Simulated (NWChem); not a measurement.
System: water (H$_{2}$O); SMILES O

```xyz
3

O      0.0000     0.0000     0.1432
H      0.7577     0.0000    -0.4699
H     -0.7577     0.0000    -0.4699
```
Atoms are numbered in this order, from 1.

Program: NWChem. All runs use the structure optimised with PBE-D3(BJ)/def2-SVP. Static field.

Q: Estimate the computed values for B3LYP/aug-cc-pVDZ. Quantities: isotropic polarisability (bohr³); anisotropy (bohr³).

A: 
```
Property                          Value
--------------------------------  -----
isotropic polarisability (bohr³)    9.6
anisotropy (bohr³)                  1.2
```
